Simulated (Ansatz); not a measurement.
Reaction (SMILES): O (H2O) + H+ → [OH3+]
B3LYP-D3(BJ)/def2-TZVP geometries, fixed; electronic energies without zero-point terms; positive where energy is released.
Largest species:
```
O
H 1 0.9812
H 1 0.9812 2 113.40
H 1 0.9812 2 113.40 3 131.22
```
Charge +1, spin multiplicity 1.

Basis-set convergence of the proton affinity at B3LYP with Ansatz (a quantum-chemistry and plane-wave program). Cartesian d functions, on some or all atoms, in 6-31G**; all else is spherical. The program fits the integrals of some runs and decomposes those of others, by size. No added dispersion term, no relativity. Functions are those of the species that has most. Reference: the value in pcseg-4, 171.14 kcal/mol, itself unsure by roughly 0.14 kcal/mol (its mean distance from aug-pcseg-3, aug-cc-pVQZ, cc-pV5Z). Deviations are taken from unrounded values.

```
basis              functions  proton affinity (kcal/mol)  minus reference (kcal/mol)
-----------------  ---------  --------------------------  --------------------------
STO-3G                     8                      231.35                       60.21
3-21G                     15                      191.22                       20.07
pcseg-0                   15                      179.29                        8.14
cc-pVDZ                   29                      178.58                        7.43
pcseg-1                   29                      171.65                        0.50
6-31G**                   30                      179.44                        8.30
def2-TZVPPD               91                      171.01                       -0.13
6-311++G(3df,3pd)         93                      170.85                       -0.30
cc-pV5Z                  256                      171.49                        0.35
```
